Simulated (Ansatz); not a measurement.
A nudged elastic band was laid between two geometries of ClFH$_{2}$Si (5 atoms, charge 0, multiplicity 1).

All numbers below come from Ansatz 0.2.0, RKS BLYP-D4/def2-SVP.

```
movable images  : 7
climbing image  : yes
spring          : 5.0 eV/Å²
optimiser       : quadratic models (default)
start path      : through a guess of the saddle point
force threshold : 0.05 eV/Å
iteration limit : 60
end points      : relaxed
```

Image 0:

```xyz
5
Properties=species:S:1:pos:R:3
Si 0.300 0.019 0.094
Cl 0.672 0.000 2.136
H 1.599 -0.025 -0.638
H -0.524 1.216 -0.241
F -0.556 -1.316 -0.297
```

Image 8:

```xyz
5
Properties=species:S:1:pos:R:3
Si -0.325 0.193 -0.836
Cl 1.470 0.201 1.414
H 2.486 -0.299 0.769
H -1.139 1.076 0.162
F -1.001 -1.276 -0.454
```

Task: What changes between the two ends?

Result: Bonds broken: Si1–Cl2, Si1–H3. Bonds formed: Cl2–H3. ClFH2Si becomes ClH + FHSi.

Task: What energy profile does the band end with?

Result: The run converged. The highest image is number 4 of 0 to 8, 265.7 kJ/mol above the first end and 13.7 kJ/mol above the last; the last end lies 252.0 kJ/mol above the first. Neighbouring images differ by up to 1.2 eV, so the band resolves the path poorly. A vibrational analysis at the climbing image gives one clearly imaginary mode, 447i cm⁻¹: a first-order saddle point. The orbitals stay closed-shell, which can raise the energy where a bond breaks towards radicals; this wasn't checked here.

```csv
image,path coordinate (Å),energy (kJ/mol),Si1–Cl2 (Å),Si1–H3 (Å),Cl2–H3 (Å)
0,0.00,0.0,2.08,1.49,2.92
1,0.39,23.8,2.09,1.48,2.58
2,0.77,111.5,2.21,1.46,2.19
3,1.16,228.7,2.45,1.52,1.86
4,1.54,265.7,2.69,1.71,1.53
5,1.92,260.5,2.96,2.13,1.35
6,2.29,258.5,3.00,2.57,1.31
7,2.67,254.1,2.93,2.98,1.30
8,3.04,252.0,2.88,3.27,1.30
```

Task: What is the geometry of the highest image?

Result: 
```xyz
5
Properties=species:S:1:pos:R:3
Si 0.164 0.013 -0.539
Cl 1.330 0.094 1.885
H 1.598 -0.079 0.392
H -0.781 1.167 -0.227
F -0.819 -1.302 -0.457
```

The band took 10 iterations and about 70 core-seconds.

Run time: 73 s on 1 thread of Arm Neoverse V2, on a shared host, peak memory 0.1 GiB.
